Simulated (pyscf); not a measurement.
Thermochemistry of product channels of `[F][SiH]([F])[F]` on the singlet surface, in kJ/mol, from CCSD(T)/def2-TZVPP + ΔMP2(QZVPP) energies (ideal gas, 1 atm, RRHO with modes under 100 cm⁻¹ raised to 100, one conformer, R ln 2 for rigid chiral ones). Structures and frequencies: ωB97X-D3(BJ)/def2-SVP in PySCF. Correlated levels are frozen-core, on RHF or UHF. ΔMP2 is the change of the MP2 total energy from the triple- to the quadruple-zeta basis.

| products | ΔE | ΔH(298 K) | ΔG(298 K) | ΔG(900 K) |
|---|---|---|---|---|
| `[FH]` + `[F][Si][F]` [singlet] | +298.0 | +293.9 | +248.6 | +156.4 |
| `[F][F]` + `[F][SiH]` [singlet] | +1054.1 | +1040.9 | +992.5 | +895.5 |

These are energies of the channels, which say nothing of barriers. The CCSD(T) − MP2 part came from Ansatz, without density fitting, on the same reference.
